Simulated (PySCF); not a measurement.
C2F4.

```xyz
6

F      0.0000     1.1018    -1.3861
C      0.0000     0.0000    -0.6670
F      0.0000    -1.1018    -1.3861
C      0.0000     0.0000     0.6670
F      0.0000    -1.1018     1.3861
F      0.0000     1.1018     1.3861
```
Charge 0, spin multiplicity 1.

Geometry: r2SCAN-D4/def2-SVP.

Calculation: B3LYP/pcSseg-1 (PySCF). Non-relativistic, no solvent.

Q: Give the absolute GIAO shielding of each atom: isotropic value and principal components (ppm). (An estimate is asked for; the answer gives what the named calculation found.)

A: 
| atom | σ(iso) | σ11 | σ22 | σ33 | span |
|---|---|---|---|---|---|
| F1 | 307.5 | 282.7 | 282.9 | 356.9 | 74.2 |
| C2 | 23.9 | -5.3 | 17.7 | 59.3 | 64.6 |
| F3 | 307.5 | 282.7 | 282.9 | 356.9 | 74.2 |
| C4 | 23.9 | -5.3 | 17.7 | 59.3 | 64.6 |
| F5 | 307.5 | 282.7 | 282.9 | 356.9 | 74.2 |
| F6 | 307.5 | 282.7 | 282.9 | 356.9 | 74.2 |
